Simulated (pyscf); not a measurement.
5 gas-phase steps of one pattern: four-centre exchange on the singlet surface, F/Cl/Br/I–H, O–Si/Ge/Sn broken and F/Cl/Br/I–Si/Ge/Sn, H–O formed. PySCF, gas phase, ωB97X-D3(BJ)/def2-SVP geometries. Correlated levels are frozen-core, on RHF or UHF. ΔMP2 is the change of the MP2 total energy from the triple- to the quadruple-zeta basis. Electronic energies in kcal/mol, from the separated reactants; ΔE‡ and ΔE at CCSD(T)/def2-TZVPP + ΔMP2(QZVPP). Rows were drawn at random from the steps of this pattern with a verified saddle, stable references and no exit in the data more than 5 kcal/mol lower.

| row | step | ΔE | ΔE‡ |
|---|---|---|---|
| 1 | H₂B–O–SiH₃ (SMILES BO[SiH3]) + HF (SMILES F) → F–SiH₃ (SMILES F[SiH3]) + H₂B–OH (SMILES BO) | -10.8 | ? |
| 2 | HO–SiH₃ (SMILES O[SiH3]) + HF (SMILES F) → F–SiH₃ (SMILES F[SiH3]) + H₂O (SMILES O) | -10.3 | 18.4 |
| 3 | HF (SMILES F) + HO–SiH₂–F (SMILES O[SiH2]F) → F–SiH₂–F (SMILES F[SiH2]F) + H₂O (SMILES O) | -9.2 | 14.7 |
| 4 | HO–SiH(F)–F (SMILES O[SiH](F)F) + HF (SMILES F) -> F–SiH(F)–F (SMILES F[SiH](F)F) + H₂O (SMILES O) | -8.5 | 17.3 |
| 5 | HI (SMILES I) + HO–SiH₃ (SMILES O[SiH3]) → H₃Si–I (SMILES [SiH3]I) + H₂O (SMILES O) | -0.1 | 17.8 |

**Question.** Fit ΔE‡ = a + b·ΔE to the other rows and predict row 1.

**Answer.** Over the 4 complete rows the means are -7.0 (ΔE) and 17.0 (ΔE‡); least squares gives b = 0.08 and a = 17.6 kcal/mol, with residuals of 1.4 kcal/mol (root mean square; largest 2.2, row 3). For row 1: 17.6 + 0.08 × (-10.8) = 16.7 kcal/mol, an extrapolation. The computed barrier is 20.2 kcal/mol, 3.5 over the line. The scatter is large against the spread of the barriers, so the line says little here. Each barrier is that of the saddle found. The CCSD(T) − MP2 part came from Ansatz, without density fitting, on the same reference. The frozen core leaves the outer d or s,p core shells of the metals and heavy elements correlated in the MP2 and CC values, and def2-TZVPP describes them poorly, which can shift differences by a few kcal/mol. Elements past Kr carry the def2 core potentials, without spin-orbit coupling.
